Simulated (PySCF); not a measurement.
Gas-phase reaction: SiH2 + C3H4 (propyne) → H2CSiH2 + 2 CH

Energies from PySCF, thermal terms from the rigid-rotor harmonic-oscillator model, ideal gas at 1 bar. † marks an energy on the PBE0/def2-TZVP geometry and frequencies; other levels use their own. Open shells (unrestricted): CH (multiplicity 2, electronic degeneracy 4); the rest are closed-shell singlets. Spin-orbit splitting is ignored; it lowers the true energy and changes the entropy of CH. H2CSiH2: computed as isolated molecules; such fragments, hydroxides, amides, oligomers or adducts are transient or little studied in the gas. The harmonic model lacks anharmonicity and excited electronic states, which grow with temperature; levels with a mode under 35 cm⁻¹ are left out. Warning, spin contamination: CH (M06-2X/def2-TZVP†, PBE/def2-SVP, PBE0/def2-SVP†, LDA/def2-TZVP†, ωB97X-V/def2-TZVP†).

ΔH° and ΔS° at 298 K: M06-2X/def2-TZVP† 948 kJ, 157 J/K; PBE/def2-SVP 991 kJ, 157 J/K; PBE0/def2-SVP† 968 kJ, 157 J/K; LDA/def2-TZVP† 1091 kJ, 157 J/K; ωB97X-V/def2-TZVP† 925 kJ, 157 J/K.

**Question.** With the heat capacities included, give log10 K (1 bar) at 500, 600, 1400, 1800, 2000 K from M06-2X/def2-TZVP†, PBE/def2-SVP, PBE0/def2-SVP†, LDA/def2-TZVP†, ωB97X-V/def2-TZVP†.

**Answer.** 
```csv
T (K),M06-2X/def2-TZVP†,PBE/def2-SVP,PBE0/def2-SVP†,LDA/def2-TZVP†,ωB97X-V/def2-TZVP†
500,-90.8,-95.2,-92.8,-105.7,-88.3
600,-74.2,-77.9,-75.9,-86.6,-72.1
1400,-26.7,-28.2,-27.4,-32.0,-25.8
1800,-18.7,-20.0,-19.3,-22.9,-18.1
2000,-16.0,-17.1,-16.5,-19.7,-15.4
```
